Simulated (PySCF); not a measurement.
**NH₃: fields on a plane**

These are results of wB97X/[N def2-TZVP, H def2-TZVP], no relativity, density fitting, PySCF, not measurements.

The singlet minimum has N–H 1.011 Å (×3); H–N–H 107.6° (×3).

The plane holds N1 at (0.00, 0.00), H2 at (1.01, 0.00), H3 at (-0.31, 0.96) Å. Columns run from x = -2.25 to 3.45 Å, rows from y = 3.15 (top) to -1.95 Å, in steps of 0.3 Å. Other isomers or separated fragments may lie lower.

Q: Give the electron density (e/Å³) (cut at 5 e/Å³). Lower edges of the bins (e/Å³): '_' 0.000, '.' 0.030, ':' 0.076, '-' 0.151, '=' 0.268, '+' 0.455, '*' 0.750, '#' 1.218, '%' 1.960, '@' 3.136; top 5.00, each point printed twice.

A: 
```
________________________________________
________________________________________
________________________________________
________________________________________
________________________________________
__________..::::....____________________
________..--====--::..__________________
________::==####++--::..________________
______..::++##%%##++==--::..____________
______..--++##%%%%##**++--..____________
______..--++%%@@@@%%%%##++::____________
______..--++%%@@@@%%%%##++::____________
______..--++##%%%%##**++--..____________
______..::--++**++++==--..______________
________..::------::::..________________
__________..........____________________
________________________________________
________________________________________
```

Q: Give the electron localisation function (set to 0 where the density is under 0.005 e/Å³). Every second row and column.

A: 
```
0.00 0.00 0.00 0.00 0.00 0.00 0.00 0.00 0.00 0.00
0.00 0.00 0.00 0.00 0.00 0.00 0.00 0.00 0.00 0.00
0.00 0.00 0.61 0.86 0.68 0.07 0.00 0.00 0.00 0.00
0.00 0.11 0.85 0.99 0.92 0.18 0.06 0.00 0.00 0.00
0.00 0.06 0.67 0.98 0.88 0.53 0.75 0.56 0.00 0.00
0.00 0.06 0.44 0.62 0.15 0.98 0.99 0.88 0.00 0.00
0.00 0.11 0.57 0.86 0.64 0.88 0.96 0.80 0.00 0.00
0.00 0.07 0.37 0.66 0.54 0.27 0.31 0.00 0.00 0.00
0.00 0.00 0.09 0.17 0.12 0.03 0.00 0.00 0.00 0.00
```
